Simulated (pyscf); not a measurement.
This saddle point was located with ωB97X-D3(BJ)/def2-SVP in PySCF.

```xyz
12

C      1.3402     0.6134     0.8115
Ga    -0.6087     0.4125    -0.3499
C     -1.2586     2.1564    -0.9081
N     -0.3470    -1.2858    -0.0320
H      0.7158    -0.5571     0.5438
H      2.1221     0.0176     1.3135
H      0.9546     1.3079     1.5779
H     -0.5383     2.6245    -1.5961
H     -1.3807     2.8114    -0.0322
H     -2.2282     2.0657    -1.4200
H      1.8645     1.1885     0.0283
H     -0.8712    -2.1235    -0.2733
```

Surface: singlet, charge 0. Lowest wavenumbers (cm⁻¹): 1608i, 60, 113, 141, 148.

Q: Which two sides does it connect, and which bonds change?

A: H₃C–Ga(CH₃)–NH₂ (SMILES [CH3][Ga]([CH3])[NH2]) ⇌ CH₄ (SMILES C) + H₃C–Ga=NH (SMILES [CH3][Ga]=[NH]), an elimination read from left to right: C–Ga, H–N broken and C–H formed. At ωB97M-D3(BJ)/def2-TZVP it lies +320.7 kJ/mol from the left side and +105.1 kJ/mol from the right (each side as separated species at their lowest minima found). One saddle was located; it need not be the lowest between these sides. Elements up to Kr have no core potential and no relativistic terms here.
